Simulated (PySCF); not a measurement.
# C4H11OP: core ionisation energies

Species: C4H11OP.
Atom-mapped SMILES: `[CH3:1][CH2:2][PH:3](=[O:4])[CH2:5][CH3:6]`

Method used: delta-SCF UKS SCAN, pcX-2 on the ionised atom, pcseg-1 elsewhere, spin-free X2C in PySCF 2.14.0. Each binding energy is the total energy of the core-ionised species, with the hole localised on one atom, minus that of the ground state; both are solved self-consistently, so orbital relaxation is included.

Task: Give the core binding energies atom by atom.

Result: 
```
atom(s)                   bonded to    level  binding energy (eV)  2p1/2 (eV)  above the level's lowest (eV)  count
  C1/C6                   C and 3 H     C 1s               291.21           –                          +0.34      2
  C2/C5                C, 2 H and P     C 1s               290.87           –                           0.00      2
     P3  O (double bond), 2 C and H  P 2p3/2               137.78      138.67                           0.00      1
     P3  O (double bond), 2 C and H     P 1s              2151.69           –                           0.00      1
     O4             P (double bond)     O 1s               535.95           –                           0.00      1
```

Lowest listed C 1s: C2/C5, bonded to C, 2 H and P. Highest, 0.34 eV above it: C1/C6, bonded to C and 3 H. Summing the Pauling electronegativity differences to the bonded atoms, each weighted by its formal bond order, gives -1.06 for the lowest site and -1.05 for the highest.

Task: What is the longest wavelength that can ionise C 1s of C1/C6 vertically?

Result: λ = hc/E = 12398.42 eV Å / 291.21 eV = 42.576 Å.

Task: Which photon energy gives electrons from C 1s of C1/C6 a kinetic energy of 50 eV, and what is their de Broglie wavelength?

Result: hν = 291.21 + 50 = 341.21 eV, recoil neglected; λ = 12.264 Å/√(E/eV) = 1.73 Å.

Topologically equivalent atoms share the value of their first member; where this conformer doesn't relate them by symmetry, their own values could differ. The 2p values aren't plain energy differences: one relaxed spin-free 2p hole is combined with a matrix within the shell (ground-state 2p orbital-energy differences and spin–orbit coupling). 2p3/2, the mean of its two sublevels, lies a third of the splitting below the shell's mean and 2p1/2 two thirds above it; the statistical areas are 2:1. 2p1/2 minus 2p3/2 (ligand field included): P 0.89 eV. One conformer (not necessarily the lowest) at the PBE0-D3(BJ)/def2-SVP geometry, without solvent, vibrations or thermal averaging.

Time: 30 s wall; peak memory 0.72 GiB. Hardware: Intel Xeon 6975P-C, one thread, no GPU, on a shared host.

Shape of the structure used: `[CH3:1][CH2:2][PH:3](=[O:4])[CH2:5][CH3:6]`: C1–C2–P3–O4 -175°, C2–P3–C5–C6 175°.
